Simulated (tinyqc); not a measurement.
A ladder of methods, and size consistency: correlation methods against full CI in the sto-6g basis, for BH3, spin multiplicity 1. Computed by the program tinyqc with PySCF. All electrons correlated; +Q is the Davidson correction (1 - c0^2) E_corr. The last columns treat two copies 100 angstrom apart as one system. FCI is the lowest singlet.

Geometry (angstrom):
```
atom        x        y       z
B      0.0000   0.0000  0.0130
H      1.2690   0.0000  0.0000
H     -0.6350   1.0990  0.0000
H     -0.6350  -1.0990  0.0000
```

RHF energy of one = -26.308624 hartree

Correlation energies (hartree):
```
method   E_corr of one  share of FCI (%)  E_corr of two at 100 angstrom  two minus twice one (mhartree)
MP2           -0.04167            67.375                       -0.08335                           0.000
CISD          -0.05991            96.853                       -0.11561                           4.204
CISD+Q        -0.06216           100.502                       -0.12345                           0.880
CCSD          -0.06136            99.194                       -0.12271                           0.000
CCSD(T)       -0.06166            99.692                       -0.12333                           0.000
FCI           -0.06185           100.000                              -                               -
```

What does the comparison show, and why?

MP2 recovers 67 %, CISD 96.9 % and CCSD 99.2 % of the FCI value (c0^2 = 0.962 in CISD). MP2 and coupled cluster are size consistent, so their last column vanishes; CISD loses 4.20 mhartree, since a double excitation on each copy is a quadruple of the pair, and the Davidson correction leaves +0.88.
